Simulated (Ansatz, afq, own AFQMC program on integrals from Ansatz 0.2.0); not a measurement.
## AlGeH⁺, doublet in cc-pVTZ, levels against CCSDT(Q)

```yaml
atoms:
  - { symbol: Ge, position_ang: [0.0000, -0.0081, 0.6253] }
  - { symbol: Al, position_ang: [0.0000, -0.0290, -1.6697] }
  - { symbol: H, position_ang: [0.0000, 1.3568, -0.3692] }
```

Connectivity, by distances: Ge–Al, 1 bridging H.

Basis cc-pVTZ. Only valence electrons are correlated. Ansatz 0.2.0 and our own AFQMC program on the same integrals; the CISD trial comes from CCSD amplitudes, and released means the phaseless constraint is let go. ± is one standard error of the sampling. No spin–orbit coupling.

Determinant: ROHF, the one that the program's search chose, which needn't be the lowest solution. The geometry is a PBE0/def2-TZVP stationary point of this or a neighbouring charge and spin state.

No full CI on the walks' own integrals is used here; CCSDT(Q) serves as the reference and is uncertain by about the last step of the cluster series.

Cautions: no relativity below Rb; no spin-orbit coupling; inner d shell frozen; higher spins were not checked; a spin-contaminated unrestricted determinant lies lower (UHF 289 meV lower, ⟨S²⟩ 1.22); the released energies are still falling, so no released level is given (meV from the phaseless value at times in 1/Eh: -16 ± 6 at 0.24, -21 ± 5 at 0.51, -27 ± 3 at 0.99, -29 ± 4 at 1.62, -37 ± 4 at 2.40), though the last usable value meets CCSDT(Q) within the noise.

The T1 diagnostic is 0.0335 and the weight of the determinant in the CISD state is 0.854. The size of the correlated space is 7 electrons in 72 orbitals.

Reference: CCSDT(Q), correlation energy -4.798 eV.

```
        level  E − E(reference) (kJ/mol)  share of correlation (%)
           HF                      462.9                      0.00
          MP2                       97.6                     78.92
         CCSD                       29.6                     93.61
      CCSD(T)                        5.5                     98.82
        CCSDT                        1.6                     99.65
ph-AFQMC/CISD                  4.0 ± 0.4                     99.13
```

A walk keeps the symmetry of its determinant, which the program's search chose and which needn't be the lowest solution, so a lower state of the same spin and another symmetry isn't excluded.
